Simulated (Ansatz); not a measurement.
BSiH₂O (SMILES [B]1O[SiH2]1), doublet: a trajectory.

The input file, in.yaml:

```yaml
crystal:
  periodic: [false, false, false]
  atoms:
    - {symbol: B, position_ang: [-0.793590, 0.030860, 1.385760]}
    - {symbol: O, position_ang: [0.326950, -0.564040, 1.134650]}
    - {symbol: Si, position_ang: [-0.181950, 0.244080, -0.410920]}
    - {symbol: H, position_ang: [-0.276080, -0.845990, -1.374460]}
    - {symbol: H, position_ang: [0.924660, 1.135100, -0.735030]}
basis:
  gaussian: {orbitals: def2-SVP}
magnetization: {spin_polarized: true, initial_magnetization: 1}
hamiltonian: {xc: pbe0, dispersion: d4}
md: {n_steps: 80, timestep: 0.5, temperature: 100, ensemble: nvt_nose_hoover, seed: 689, initial_velocities: maxwell_boltzmann}
```

Launched with

```bash
ansatz run in.yaml --threads 2 --pin off --events-out ev --progress --plain --max-ram 3481MiB
```

Output of Ansatz 0.2.0:

```
Functional definition: PBE0
  name "PBE0"
  cite "Adamo & Barone, J. Chem. Phys. 110, 6158 (1999) doi:10.1063/1.478522"
  cite "Perdew, Burke & Ernzerhof, Phys. Rev. Lett. 77, 3865 (1996) doi:10.1103/PhysRevLett.77.3865"
  parent pbe
  parameter a = 0.25
  parameter kappa = 0.804
  parameter beta = 0.06672455060314922
  exchange = (1 - a)*pbe_x(kappa = kappa, mu = beta*pi^2/3) + a*exact_x
  correlation = pbe_c(beta = beta)
583 factors; integrals over basis functions are off by at most 3.5e-4 eV
mean field evaluation 1: about -10617.1076 eV, gradient 3.0e1 eV
mean field evaluation 2: about -10604.6937 eV, gradient 6.3e1 eV
mean field evaluation 4: about -10620.5799 eV, gradient 2.2e0 eV
mean field evaluation 8: about -10620.6443 eV, gradient 8.7e-2 eV
mean field evaluation 16: about -10620.6444 eV, gradient 4.7e-5 eV
mean field -10620.64438218 eV, -390.3014821139 hartree, gradient 4.7e-5 eV, S^2 0.769202; 0 other end points of the search recorded, 0 dependent functions left out
the calculation of the forces begins
reference -10620.64440437 eV, -390.3014829291 hartree; 15, 14 occupied and 41, 42 virtual orbitals, 583 factors
md step     0: t =     0.00 fs  T =   100.0 K  F+E_penalty+E_count = -10620.71222249 eV  E_kin = 0.038778 eV  conserved = -10620.67344449 eV  (29 SCF iters)
md step     1: t =     0.50 fs  T =   100.7 K  F+E_penalty+E_count = -10620.71253316 eV  E_kin = 0.039069 eV  conserved = -10620.67346435 eV  (28 SCF iters)
md step     2: t =     1.00 fs  T =   101.4 K  F+E_penalty+E_count = -10620.71278307 eV  E_kin = 0.039307 eV  conserved = -10620.67347613 eV  (28 SCF iters)
md step     3: t =     1.50 fs  T =   101.3 K  F+E_penalty+E_count = -10620.71276224 eV  E_kin = 0.039282 eV  conserved = -10620.67347974 eV  (27 SCF iters)
md step     4: t =     2.00 fs  T =   100.3 K  F+E_penalty+E_count = -10620.71238586 eV  E_kin = 0.038909 eV  conserved = -10620.67347676 eV  (27 SCF iters)
md step     5: t =     2.50 fs  T =    98.5 K  F+E_penalty+E_count = -10620.71167475 eV  E_kin = 0.038206 eV  conserved = -10620.67346890 eV  (28 SCF iters)
md step     6: t =     3.00 fs  T =    96.1 K  F+E_penalty+E_count = -10620.71073237 eV  E_kin = 0.037275 eV  conserved = -10620.67345753 eV  (28 SCF iters)
md step     7: t =     3.50 fs  T =    93.6 K  F+E_penalty+E_count = -10620.70972853 eV  E_kin = 0.036286 eV  conserved = -10620.67344220 eV  (28 SCF iters)
md step     8: t =     4.00 fs  T =    91.5 K  F+E_penalty+E_count = -10620.70889434 eV  E_kin = 0.035470 eV  conserved = -10620.67342391 eV  (28 SCF iters)
md step     9: t =     4.50 fs  T =    90.5 K  F+E_penalty+E_count = -10620.70851018 eV  E_kin = 0.035107 eV  conserved = -10620.67340386 eV  (28 SCF iters)
md step    10: t =     5.00 fs  T =    91.5 K  F+E_penalty+E_count = -10620.70888356 eV  E_kin = 0.035500 eV  conserved = -10620.67338462 eV  (27 SCF iters)
md step    11: t =     5.50 fs  T =    95.3 K  F+E_penalty+E_count = -10620.71030875 eV  E_kin = 0.036940 eV  conserved = -10620.67336961 eV  (28 SCF iters)
md step    12: t =     6.00 fs  T =   102.3 K  F+E_penalty+E_count = -10620.71301314 eV  E_kin = 0.039653 eV  conserved = -10620.67336241 eV  (29 SCF iters)
md step    13: t =     6.50 fs  T =   112.8 K  F+E_penalty+E_count = -10620.71710142 eV  E_kin = 0.043738 eV  conserved = -10620.67336650 eV  (29 SCF iters)
md step    14: t =     7.00 fs  T =   126.7 K  F+E_penalty+E_count = -10620.72250767 eV  E_kin = 0.049128 eV  conserved = -10620.67338253 eV  (29 SCF iters)
md step    15: t =     7.50 fs  T =   143.3 K  F+E_penalty+E_count = -10620.72897527 eV  E_kin = 0.055568 eV  conserved = -10620.67341041 eV  (28 SCF iters)
md step    16: t =     8.00 fs  T =   161.5 K  F+E_penalty+E_count = -10620.73606499 eV  E_kin = 0.062620 eV  conserved = -10620.67344719 eV  (29 SCF iters)
md step    17: t =     8.50 fs  T =   179.8 K  F+E_penalty+E_count = -10620.74320188 eV  E_kin = 0.069713 eV  conserved = -10620.67348734 eV  (29 SCF iters)
md step    18: t =     9.00 fs  T =   196.6 K  F+E_penalty+E_count = -10620.74975781 eV  E_kin = 0.076224 eV  conserved = -10620.67352517 eV  (29 SCF iters)
md step    19: t =     9.50 fs  T =   210.4 K  F+E_penalty+E_count = -10620.75515240 eV  E_kin = 0.081579 eV  conserved = -10620.67355327 eV  (29 SCF iters)
md step    20: t =    10.00 fs  T =   220.1 K  F+E_penalty+E_count = -10620.75896193 eV  E_kin = 0.085359 eV  conserved = -10620.67356606 eV  (30 SCF iters)
md step    21: t =    10.50 fs  T =   225.3 K  F+E_penalty+E_count = -10620.76100382 eV  E_kin = 0.087384 eV  conserved = -10620.67356093 eV  (29 SCF iters)
md step    22: t =    11.00 fs  T =   226.3 K  F+E_penalty+E_count = -10620.76137389 eV  E_kin = 0.087747 eV  conserved = -10620.67353972 eV  (29 SCF iters)
md step    23: t =    11.50 fs  T =   223.8 K  F+E_penalty+E_count = -10620.76041688 eV  E_kin = 0.086789 eV  conserved = -10620.67350788 eV  (29 SCF iters)
md step    24: t =    12.00 fs  T =   219.2 K  F+E_penalty+E_count = -10620.75863537 eV  E_kin = 0.085002 eV  conserved = -10620.67347495 eV  (29 SCF iters)
md step    25: t =    12.50 fs  T =   213.8 K  F+E_penalty+E_count = -10620.75655362 eV  E_kin = 0.082903 eV  conserved = -10620.67344906 eV  (29 SCF iters)
md step    26: t =    13.00 fs  T =   208.6 K  F+E_penalty+E_count = -10620.75458757 eV  E_kin = 0.080905 eV  conserved = -10620.67343570 eV  (29 SCF iters)
md step    27: t =    13.50 fs  T =   204.3 K  F+E_penalty+E_count = -10620.75295922 eV  E_kin = 0.079227 eV  conserved = -10620.67343557 eV  (29 SCF iters)
md step    28: t =    14.00 fs  T =   200.9 K  F+E_penalty+E_count = -10620.75168356 eV  E_kin = 0.077890 eV  conserved = -10620.67344486 eV  (29 SCF iters)
md step    29: t =    14.50 fs  T =   197.9 K  F+E_penalty+E_count = -10620.75062293 eV  E_kin = 0.076760 eV  conserved = -10620.67345784 eV  (29 SCF iters)
md step    30: t =    15.00 fs  T =   195.1 K  F+E_penalty+E_count = -10620.74957468 eV  E_kin = 0.075642 eV  conserved = -10620.67346942 eV  (29 SCF iters)
md step    31: t =    15.50 fs  T =   191.7 K  F+E_penalty+E_count = -10620.74835029 eV  E_kin = 0.074349 eV  conserved = -10620.67347654 eV  (29 SCF iters)
md step    32: t =    16.00 fs  T =   187.6 K  F+E_penalty+E_count = -10620.74681889 eV  E_kin = 0.072751 eV  conserved = -10620.67347951 eV  (29 SCF iters)
md step    33: t =    16.50 fs  T =   182.5 K  F+E_penalty+E_count = -10620.74490859 eV  E_kin = 0.070775 eV  conserved = -10620.67347998 eV  (28 SCF iters)
md step    34: t =    17.00 fs  T =   176.4 K  F+E_penalty+E_count = -10620.74258647 eV  E_kin = 0.068387 eV  conserved = -10620.67347929 eV  (28 SCF iters)
md step    35: t =    17.50 fs  T =   169.1 K  F+E_penalty+E_count = -10620.73984199 eV  E_kin = 0.065578 eV  conserved = -10620.67347792 eV  (28 SCF iters)
md step    36: t =    18.00 fs  T =   160.8 K  F+E_penalty+E_count = -10620.73668634 eV  E_kin = 0.062361 eV  conserved = -10620.67347361 eV  (28 SCF iters)
md step    37: t =    18.50 fs  T =   151.6 K  F+E_penalty+E_count = -10620.73317408 eV  E_kin = 0.058793 eV  conserved = -10620.67346541 eV  (28 SCF iters)
md step    38: t =    19.00 fs  T =   141.8 K  F+E_penalty+E_count = -10620.72942303 eV  E_kin = 0.054993 eV  conserved = -10620.67345247 eV  (29 SCF iters)
md step    39: t =    19.50 fs  T =   131.9 K  F+E_penalty+E_count = -10620.72562453 eV  E_kin = 0.051153 eV  conserved = -10620.67343576 eV  (29 SCF iters)
md step    40: t =    20.00 fs  T =   122.5 K  F+E_penalty+E_count = -10620.72202874 eV  E_kin = 0.047519 eV  conserved = -10620.67341777 eV  (29 SCF iters)
md step    41: t =    20.50 fs  T =   114.4 K  F+E_penalty+E_count = -10620.71890607 eV  E_kin = 0.044360 eV  conserved = -10620.67340202 eV  (30 SCF iters)
md step    42: t =    21.00 fs  T =   108.1 K  F+E_penalty+E_count = -10620.71649356 eV  E_kin = 0.041908 eV  conserved = -10620.67339264 eV  (29 SCF iters)
md step    43: t =    21.50 fs  T =   103.9 K  F+E_penalty+E_count = -10620.71493752 eV  E_kin = 0.040306 eV  conserved = -10620.67339138 eV  (29 SCF iters)
md step    44: t =    22.00 fs  T =   102.0 K  F+E_penalty+E_count = -10620.71425444 eV  E_kin = 0.039568 eV  conserved = -10620.67339982 eV  (29 SCF iters)
md step    45: t =    22.50 fs  T =   102.0 K  F+E_penalty+E_count = -10620.71431276 eV  E_kin = 0.039564 eV  conserved = -10620.67341713 eV  (29 SCF iters)
md step    46: t =    23.00 fs  T =   103.2 K  F+E_penalty+E_count = -10620.71484872 eV  E_kin = 0.040031 eV  conserved = -10620.67343967 eV  (29 SCF iters)
md step    47: t =    23.50 fs  T =   104.8 K  F+E_penalty+E_count = -10620.71551810 eV  E_kin = 0.040630 eV  conserved = -10620.67346346 eV  (29 SCF iters)
md step    48: t =    24.00 fs  T =   105.8 K  F+E_penalty+E_count = -10620.71596951 eV  E_kin = 0.041015 eV  conserved = -10620.67348232 eV  (29 SCF iters)
md step    49: t =    24.50 fs  T =   105.5 K  F+E_penalty+E_count = -10620.71593409 eV  E_kin = 0.040923 eV  conserved = -10620.67349102 eV  (29 SCF iters)
md step    50: t =    25.00 fs  T =   103.8 K  F+E_penalty+E_count = -10620.71530405 eV  E_kin = 0.040250 eV  conserved = -10620.67348643 eV  (30 SCF iters)
md step    51: t =    25.50 fs  T =   100.8 K  F+E_penalty+E_count = -10620.71417867 eV  E_kin = 0.039096 eV  conserved = -10620.67346875 eV  (30 SCF iters)
md step    52: t =    26.00 fs  T =    97.4 K  F+E_penalty+E_count = -10620.71285800 eV  E_kin = 0.037757 eV  conserved = -10620.67344152 eV  (29 SCF iters)
md step    53: t =    26.50 fs  T =    94.6 K  F+E_penalty+E_count = -10620.71178115 eV  E_kin = 0.036665 eV  conserved = -10620.67341255 eV  (29 SCF iters)
md step    54: t =    27.00 fs  T =    93.6 K  F+E_penalty+E_count = -10620.71141590 eV  E_kin = 0.036281 eV  conserved = -10620.67338918 eV  (29 SCF iters)
md step    55: t =    27.50 fs  T =    95.3 K  F+E_penalty+E_count = -10620.71214076 eV  E_kin = 0.036974 eV  conserved = -10620.67337738 eV  (29 SCF iters)
md step    56: t =    28.00 fs  T =   100.4 K  F+E_penalty+E_count = -10620.71415240 eV  E_kin = 0.038939 eV  conserved = -10620.67337933 eV  (29 SCF iters)
md step    57: t =    28.50 fs  T =   108.7 K  F+E_penalty+E_count = -10620.71743089 eV  E_kin = 0.042156 eV  conserved = -10620.67339297 eV  (29 SCF iters)
md step    58: t =    29.00 fs  T =   119.7 K  F+E_penalty+E_count = -10620.72176825 eV  E_kin = 0.046421 eV  conserved = -10620.67341377 eV  (28 SCF iters)
md step    59: t =    29.50 fs  T =   132.6 K  F+E_penalty+E_count = -10620.72683778 eV  E_kin = 0.051409 eV  conserved = -10620.67343668 eV  (28 SCF iters)
md step    60: t =    30.00 fs  T =   146.4 K  F+E_penalty+E_count = -10620.73227019 eV  E_kin = 0.056754 eV  conserved = -10620.67345844 eV  (28 SCF iters)
md step    61: t =    30.50 fs  T =   160.1 K  F+E_penalty+E_count = -10620.73770600 eV  E_kin = 0.062097 eV  conserved = -10620.67347812 eV  (28 SCF iters)
md step    62: t =    31.00 fs  T =   173.1 K  F+E_penalty+E_count = -10620.74281504 eV  E_kin = 0.067106 eV  conserved = -10620.67349595 eV  (30 SCF iters)
md step    63: t =    31.50 fs  T =   184.3 K  F+E_penalty+E_count = -10620.74729676 eV  E_kin = 0.071481 eV  conserved = -10620.67351216 eV  (28 SCF iters)
md step    64: t =    32.00 fs  T =   193.3 K  F+E_penalty+E_count = -10620.75088151 eV  E_kin = 0.074953 eV  conserved = -10620.67352564 eV  (28 SCF iters)
md step    65: t =    32.50 fs  T =   199.4 K  F+E_penalty+E_count = -10620.75335012 eV  E_kin = 0.077306 eV  conserved = -10620.67353444 eV  (28 SCF iters)
md step    66: t =    33.00 fs  T =   202.2 K  F+E_penalty+E_count = -10620.75456847 eV  E_kin = 0.078411 eV  conserved = -10620.67353516 eV  (28 SCF iters)
md step    67: t =    33.50 fs  T =   201.8 K  F+E_penalty+E_count = -10620.75452901 eV  E_kin = 0.078262 eV  conserved = -10620.67352637 eV  (29 SCF iters)
md step    68: t =    34.00 fs  T =   198.6 K  F+E_penalty+E_count = -10620.75337285 eV  E_kin = 0.077003 eV  conserved = -10620.67350850 eV  (29 SCF iters)
md step    69: t =    34.50 fs  T =   193.2 K  F+E_penalty+E_count = -10620.75138341 eV  E_kin = 0.074916 eV  conserved = -10620.67348400 eV  (29 SCF iters)
md step    70: t =    35.00 fs  T =   186.7 K  F+E_penalty+E_count = -10620.74894711 eV  E_kin = 0.072385 eV  conserved = -10620.67345694 eV  (29 SCF iters)
md step    71: t =    35.50 fs  T =   180.1 K  F+E_penalty+E_count = -10620.74648946 eV  E_kin = 0.069830 eV  conserved = -10620.67343271 eV  (29 SCF iters)
md step    72: t =    36.00 fs  T =   174.4 K  F+E_penalty+E_count = -10620.74439788 eV  E_kin = 0.067636 eV  conserved = -10620.67341479 eV  (29 SCF iters)
md step    73: t =    36.50 fs  T =   170.4 K  F+E_penalty+E_count = -10620.74295522 eV  E_kin = 0.066082 eV  conserved = -10620.67340684 eV  (29 SCF iters)
md step    74: t =    37.00 fs  T =   168.4 K  F+E_penalty+E_count = -10620.74228834 eV  E_kin = 0.065292 eV  conserved = -10620.67341017 eV  (29 SCF iters)
md step    75: t =    37.50 fs  T =   168.2 K  F+E_penalty+E_count = -10620.74234912 eV  E_kin = 0.065217 eV  conserved = -10620.67342397 eV  (29 SCF iters)
md step    76: t =    38.00 fs  T =   169.3 K  F+E_penalty+E_count = -10620.74292845 eV  E_kin = 0.065651 eV  conserved = -10620.67344519 eV  (29 SCF iters)
md step    77: t =    38.50 fs  T =   170.9 K  F+E_penalty+E_count = -10620.74370266 eV  E_kin = 0.066273 eV  conserved = -10620.67346892 eV  (29 SCF iters)
md step    78: t =    39.00 fs  T =   172.1 K  F+E_penalty+E_count = -10620.74430568 eV  E_kin = 0.066723 eV  conserved = -10620.67349099 eV  (30 SCF iters)
md step    79: t =    39.50 fs  T =   171.9 K  F+E_penalty+E_count = -10620.74440653 eV  E_kin = 0.066674 eV  conserved = -10620.67350624 eV  (30 SCF iters)
md step    80: t =    40.00 fs  T =   170.0 K  F+E_penalty+E_count = -10620.74378319 eV  E_kin = 0.065908 eV  conserved = -10620.67351172 eV  (31 SCF iters)
Total energy: -10620.74380551 eV, -390.3051358537 hartree
Atom 0 at    -0.800326     0.008156     1.472367 Å, force     0.664889    -0.251696    -0.431531 eV/Å
Atom 1 at     0.311815    -0.559375     1.136115 Å, force    -0.606750     0.280890     0.529885 eV/Å
Atom 2 at    -0.174674     0.254519    -0.444644 Å, force    -0.144133    -0.890150    -0.118854 eV/Å
Atom 3 at    -0.218931    -0.951854    -1.373942 Å, force    -0.095592     0.571365     0.169000 eV/Å
Atom 4 at     0.977249     1.119565    -0.747963 Å, force     0.181586     0.289592    -0.148500 eV/Å
Dipole moment:     0.023463     0.089610    -0.253192 e Å

[the SCF lines of later steps are left out]
```

Hardware: 2 CPU threads of an Arm Neoverse V1, shared host. Wall time about 95 s.
